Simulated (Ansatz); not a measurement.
Energy landscape of H6, lowest singlet found (which spin is the ground state isn't settled by this scan): linear chain of 6 equally spaced H atoms, symmetric stretch. Scanned: H-H spacing.

Computed with full CI/aug-cc-pVDZ, frozen core run with Ansatz (a quantum-chemistry and plane-wave program).

Scanned values (Å): 0.63, 0.70, 0.77, 0.84, 0.90, 0.96, 1.03, 1.12, 1.23, 1.35, 1.53, 1.71, 1.98, 2.25, 2.61, 3.06.

Task: At which scan points does the profile have its minima and maxima, and how high do they lie?

Result: Lower than their neighbours: 0.96 Å (0.0 kcal/mol). Higher than their neighbours: 0.63 Å (181.9 kcal/mol, end of the scan), 3.06 Å (241.1 kcal/mol, end of the scan). The whole profile spans 241.1 kcal/mol.
